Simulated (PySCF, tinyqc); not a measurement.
Orbital energy against energy difference: ionisation energy by orbital energies and by energy differences in the 6-31g basis, for Li2, spin multiplicity 1. Computed by the program tinyqc with PySCF. 

Geometry (angstrom):

| atom | x | y | z |
|---|---|---|---|
| Li | 0.0000 | 0.0000 | 0.0000 |
| Li | 0.0000 | 0.0000 | 2.4630 |

CCSD(T) difference in the same basis = 5.2290 eV

IP-EOM-CCSD = 5.2287 eV

The cation is unrestricted; errors are against CCSD(T) in this basis, not against experiment.

First vertical ionisation energy (eV):

| method | -e(HOMO) | E(cation) - E | error of -e(HOMO) | error of the difference |
|---|---|---|---|---|
| HF | 4.9559 | 4.463061 | -0.2731 | -0.7660 |
| LDA | 3.2116 | 5.439883 | -2.0174 | 0.2109 |
| PBE | 3.2162 | 5.417392 | -2.0129 | 0.1884 |
| B3LYP | 3.6672 | 5.479964 | -1.5618 | 0.2509 |
| PBE0 | 3.7918 | 5.358326 | -1.4372 | 0.1293 |
| CAM-B3LYP | 4.6550 | 5.441167 | -0.5740 | 0.2121 |
| LC-wPBE | 5.5467 | 5.296188 | 0.3177 | 0.0672 |

Koopmans errs by -0.27 eV and Delta-HF by -0.77 eV: relaxation, 0.49 eV, lowers the value and the missing correlation difference works against it. The PBE level is off by -2.0 eV through the wrong tail of its potential, though its energy difference is off by +0.19 eV; exact exchange deepens the level, and among the orbital energies HF comes closest; among the differences LC-wPBE does. The restricted reference is unstable here: a spin-polarised solution lies 0.0009 hartree lower (PySCF), so results built on it describe a poor reference.
